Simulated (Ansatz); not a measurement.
Two structures of SiNH$_{6}$Cl, closed shell, reached by relaxing down either side of one saddle point (PBE0-D4/def2-TZVP). Energies are electronic, without zero-point energy. Ansatz 0.2.0; basis: def2-TZVPP and def2-QZVPP; cores frozen in the correlated methods. Extrapolation: Hartree–Fock as exp(−7.88 √X), correlation as X^−2.97. First:

Si1  (-0.730, 0.739, 0.361)
N2  (-0.074, -0.640, 1.108)
H3  (-1.560, 0.308, -0.784)
H4  (-1.485, 1.505, 1.376)
Cl5  (0.661, 2.061, -0.424)
H6  (1.316, -0.674, -1.988)
H7  (1.151, -1.368, -2.209)
H8  (0.367, -0.568, 2.011)
H9  (0.353, -1.363, 0.550)
(Å)

Second:

Si1  (-0.151, 0.971, -0.443)
N2  (0.193, -1.239, 0.566)
H3  (-1.231, 0.182, -1.073)
H4  (-0.321, 1.269, 0.995)
Cl5  (-0.448, 2.871, -1.311)
H6  (0.384, -1.939, -0.142)
H7  (1.224, 0.653, -0.882)
H8  (0.976, -1.230, 1.209)
H9  (-0.626, -1.538, 1.082)
(Å)

Question: Which bonds change from the first to the second?

Answer: SiNH₄Cl ([NH2][SiH2][Cl]) + H₂ → SiH₃Cl ([SiH3][Cl]) + NH₃; bonds formed: Si1–H7, N2–H6; bonds broken: Si1–N2, H6–H7.

Question: Give the saddle point's structure and its height above each. (Judge from chemistry; the value comes from the calculation.)

Answer: The calculation gives: 2.351 eV above the first and 2.105 eV above the second (CCSD(T) at an estimated basis limit (MP2 extrapolated from triple and quadruple zeta, plus CCSD(T) − MP2 in triple zeta)).
```
atom    x (Å)    y (Å)    z (Å)
 Si1  -0.4358   0.5942  -0.2405
  N2   0.3001  -0.8816   0.6354
  H3  -1.4910   0.1917  -1.1996
  H4  -1.2307   1.1259   0.9150
 Cl5   0.7281   2.2873  -0.5322
  H6   0.6917  -0.9186  -0.5289
  H7   0.6833  -0.2220  -1.4030
  H8   1.0753  -0.6446   1.2461
  H9  -0.3209  -1.5321   1.1075
```

T1 diagnostic: at most 0.011.

Labels in which every atom is bracketed show which atoms are joined, not bond orders.

For scale, one of the runs: CCSD(T)/def2-TZVPP, 199 basis functions, launched by `ansatz run in.yaml --threads 2 --pin off --events-out ev --progress --plain --max-ram 4352MiB`. Time: 58 s of wall clock on 2 CPU threads of an Arm Neoverse V1; the host was shared. Peak host memory: 2.3 GiB.
